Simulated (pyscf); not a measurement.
Thermochemistry of product channels of germane (GeH₄) + F atom (F•) on the doublet surface, in eV, from ωB97M-D3(BJ)/def2-TZVP energies (ideal gas, 1 atm, RRHO with modes under 100 cm⁻¹ raised to 100, one conformer, R ln 2 for rigid chiral ones). Structures and frequencies: ωB97X-D3(BJ)/def2-SVP in PySCF.

```csv
products,ΔE,ΔH(298 K),ΔG(900 K),ΔG(1200 K)
F–GeH₃ + H atom (H•),-1.63,-1.74,-1.75,-1.77
GeH₃• + hydrogen fluoride (HF),-2.09,-2.08,-2.40,-2.50
germylene (GeH₂) [singlet] + hydrogen fluoride (HF) + H atom (H•),+0.61,+0.44,-0.92,-1.38
F–GeH₂• + hydrogen (H₂),-2.48,-2.55,-2.82,-2.91
```

These are energies of the channels, which say nothing of barriers. Left out: orbital degeneracy and the spin-orbit lowering of F. Elements up to Kr have no core potential and no relativistic terms here.
